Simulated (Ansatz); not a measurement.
Geometry optimisation, Ansatz, UKS PBE0-D4/6-31G*.

Input:

```yaml
crystal:
  periodic: [false, false, false]
  atoms:
    - { symbol: H, position_ang: [-0.513455, 0.352294, 0.735513] }
    - { symbol: Si, position_ang: [0.433404, -0.272971, -0.166524] }
    - { symbol: Cl, position_ang: [-0.183537, 0.044373, -2.111428] }
    - { symbol: H, position_ang: [-2.012926, 1.292517, 1.494938] }
    - { symbol: H, position_ang: [1.78467, 0.323001, -0.012986] }
    - { symbol: H, position_ang: [0.491845, -1.739215, 0.060487] }
magnetization:
  spin_polarized: true
  initial_magnetization: 1
basis:
  gaussian: { orbitals: "6-31G*" }
hamiltonian:
  xc: pbe0
  dispersion: d4
relax:
  f_tol: 0.03
  max_steps: 50
output:
  orbitals: {}
```

Command:

```bash
$ ansatz run input.yaml --threads 1 --pin off --max-ram 2048MiB --backend cpu --events-out ev --progress --plain --runs-dir out
```

Problem. Where does it end, and by what steps?

Solution. The run converged. The force dipped under the threshold on the way, but the program's further checks kept it going. After 7 steps the energy has fallen by 0.050 eV; H4 moved furthest, 0.67 Å.

```
step  energy less start (eV)  largest force component (eV/Å)  accepted
   0                  0.0000                           0.616       yes
   1                 -0.0225                           0.124       yes
   2                 -0.0342                           0.118       yes
   3                 -0.0456                           0.064       yes
   4                 -0.0477                           0.023       yes
   5                 -0.0498                           0.019       yes
   6                 -0.0501                           0.015       yes
   7                 -0.0502                           0.013       yes
```

```xyz
6
Properties=species:S:1:pos:R:3
H -0.430 0.298 0.679
Si 0.537 -0.340 -0.248
Cl -0.094 -0.013 -2.187
H -2.490 1.600 1.848
H 1.884 0.259 -0.082
H 0.593 -1.803 -0.009
```

Whether the end is a true minimum wasn't checked by a vibrational analysis.

The run took 9.3 s on 1 thread of Intel(R) Xeon(R) 6975P-C (Granite Rapids), on a shared host, peak memory 0.13 GiB.
